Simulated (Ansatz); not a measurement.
## Ansatz (development build ahead of 0.2.0) run

```yaml
crystal:
  periodic: [false, false, false]
  atoms:
    - { symbol: Li, position_ang: [0.0, 0.0, 0.0] }
    - { symbol: B, position_ang: [1.07564, 1.43419, 3.10511] }
basis:
  gaussian: { orbitals: "6-31G" }
hamiltonian:
  xc: hf
correlation:
  method: fci
  frozen_orbitals: { B: 1, Li: 0 }
```

The input is written out in the form of the current development build from the run's settings.

Output:

```
Converged    : yes
Total energy : -32.00600 hartree
State        : lowest singlet root, of any spatial symmetry
```
